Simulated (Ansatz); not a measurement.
A run of Ansatz (development build ahead of 0.2.0) on doublet CH at this shape:

```xyz
2

C    -0.0382    0.0227   -0.3086
H    -0.0661    0.0059    1.1013
```

Its results:

```json
{
  "Converged": "yes",
  "Reference energy": "-38.24464 hartree",
  "Correlation energy": "-0.07834 hartree",
  "Total energy": "-38.32298 hartree",
  "Spin squared of the determinant": "0.999"
}
```

Q: Which input gives this output? Name the method, the orbitals and the basis set, and write the input.

A: UHF-MP2 in cc-pVDZ.

```yaml
crystal:
  periodic: [false, false, false]
  atoms:
    - { symbol: C, position_ang: [-0.03816, 0.02275, -0.30862] }
    - { symbol: H, position_ang: [-0.06611, 0.0059, 1.10125] }
basis:
  gaussian: { orbitals: cc-pVDZ }
magnetization:
  spin_polarized: true
  initial_magnetization: 1
hamiltonian:
  xc: hf
correlation:
  method: mp2
  frozen_orbitals: { C: 1, H: 0 }
```

Caution: bonds are stretched, where a single reference can fail; the unrestricted determinant is spin contaminated.
